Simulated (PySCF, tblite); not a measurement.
C5H11P.
SMILES: `CC(C)[C@@H]1CP1`

Jobs on this species (17 atoms, 56 electrons) with PySCF (density fitting) and tblite. Hardware of each: one thread of an Arm Neoverse N1, no GPU, on a shared host. The host was shared with other jobs, so the times are rough.

```json
{"level and settings": "PBE0/pcSseg-1", "work": "shieldings, ring-centre shieldings, charges and field gradients, density and orbital grids written", "basis functions": "164", "SCF cycles": "?", "wall time": "?"}
{"level and settings": "BHandHLYP/aug-pcX-1 (pcseg-1 on H, def2-SVPD on P)", "work": "K-edge TDA, 24 lines", "basis functions": "244", "SCF cycles": "?", "wall time": "?"}
{"level and settings": "PBE0/pcSseg-1, IEF-PCM chloroform", "work": "shieldings, ring-centre shieldings, charges and field gradients", "basis functions": "164", "SCF cycles": "12", "wall time": "30 s"}
{"level and settings": "PBE0-D3(BJ)/def2-SVP, grid level 1", "work": "geometry optimisation from a GFN2-xTB start shaken at random", "basis functions": "143", "SCF cycles": "27", "wall time": "49 s"}
{"level and settings": "B3LYP/def2-SVPD", "work": "10 singlets by full TDDFT, 4 Tamm–Dancoff triplets, polarisability, ΔSCF ions, density and orbital grids written", "basis functions": "212", "SCF cycles": "14", "wall time": "4.0 min"}
{"level and settings": "PBE/pcSseg-1", "work": "shieldings, ring-centre shieldings", "basis functions": "164", "SCF cycles": "14", "wall time": "40 s"}
{"level and settings": "B3LYP/def2-SVPD, IEF-PCM chloroform", "work": "6 singlets by full TDDFT, polarisability", "basis functions": "212", "SCF cycles": "12", "wall time": "45 s"}
{"level and settings": "GFN2-xTB", "work": "Hessian by finite differences", "basis functions": "–", "SCF cycles": "–", "wall time": "0.71 s"}
```

Fill in the missing figures.

- PBE0/pcSseg-1; shieldings, ring-centre shieldings, charges and field gradients, density and orbital grids written: 37 s, 12 SCF cycles
- BHandHLYP/aug-pcX-1 (pcseg-1 on H, def2-SVPD on P); K-edge TDA, 24 lines: 34 s, 12 SCF cycles

What do all jobs in the table cost together?

About 7.9 min; the longest takes about 50 % of that, and about 340 times as long as the shortest.
